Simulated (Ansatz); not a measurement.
Basis-set extrapolation for CH$_{2}$ (triplet) (PBE0-D4/def2-TZVP geometry, frozen core, the Gaussian-basis code of Ansatz). Multiplicity 3, UHF reference.

```tsv
	cc-pV(T+d)Z	cc-pV(Q+d)Z
HF	-38.937593	-38.940068
MP2 correlation	-0.117781	-0.125834
CCSD(T) correlation	-0.140237	-0.147241
```

Energies in hartree. Use E(X) = E(∞) + A·exp(−5.46·√X) for Hartree–Fock and E(X) = E(∞) + B·X^(−3.05) for correlation, with X = 3 and 4.

What is the CCSD(T) energy at the basis-set limit?

HF limit: -38.940068 + (-0.002475) × 0.30130 = -38.94081. Correlation limit: -0.147241 + (-0.007004) × 0.71189 = -0.15223. Total: -39.09304 hartree, 0.41 eV below CCSD(T)/cc-pV(T+d)Z.
